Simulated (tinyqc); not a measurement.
RHF in the sto-3g basis, for H2F+, spin multiplicity 1, step by step. One step of it, computed by the program tinyqc.

Question. Orthogonalisation. S = U s U^T; symmetric (Loewdin) form X = U s^(-1/2) U^T, so that X^T S X = 1.

overlap S, order 1F 1s, 1F 2s, 1F 2px, 1F 2py, 1F 2pz, 2H 1s, 3H 1s:
$$\begin{pmatrix}
1.000000 & 0.237990 & 0.000000 & 0.000000 & 0.000000 & 0.017987 & 0.018225 \\
0.237990 & 1.000000 & 0.000000 & 0.000000 & 0.000000 & 0.218217 & 0.220566 \\
0.000000 & 0.000000 & 1.000000 & 0.000000 & 0.000000 & 0.000000 & 0.000000 \\
0.000000 & 0.000000 & 0.000000 & 1.000000 & 0.000000 & 0.171809 & -0.173436 \\
0.000000 & 0.000000 & 0.000000 & 0.000000 & 1.000000 & 0.096295 & 0.097178 \\
0.017987 & 0.218217 & 0.000000 & 0.171809 & 0.096295 & 1.000000 & 0.066086 \\
0.018225 & 0.220566 & 0.000000 & -0.173436 & 0.097178 & 0.066086 & 1.000000
\end{pmatrix}$$

Give: eigenvalues of S; X.

Answer.

eigenvalues of S: [0.626, 0.721, 0.919, 1.000, 1.079, 1.213, 1.443]

X, order 1F 1s, 1F 2s, 1F 2px, 1F 2py, 1F 2pz, 2H 1s, 3H 1s:
$$\begin{pmatrix}
1.023 & -0.128 & 0.000 & 0.000 & -0.002 & 0.011 & 0.012 \\
-0.128 & 1.061 & 0.000 & 0.000 & 0.017 & -0.114 & -0.116 \\
0.000 & 0.000 & 1.000 & 0.000 & 0.000 & 0.000 & 0.000 \\
0.000 & 0.000 & 0.000 & 1.025 & 0.000 & -0.094 & 0.095 \\
-0.002 & 0.017 & 0.000 & 0.000 & 1.007 & -0.049 & -0.050 \\
0.011 & -0.114 & 0.000 & -0.094 & -0.049 & 1.036 & -0.025 \\
0.012 & -0.116 & 0.000 & 0.095 & -0.050 & -0.025 & 1.037
\end{pmatrix}$$
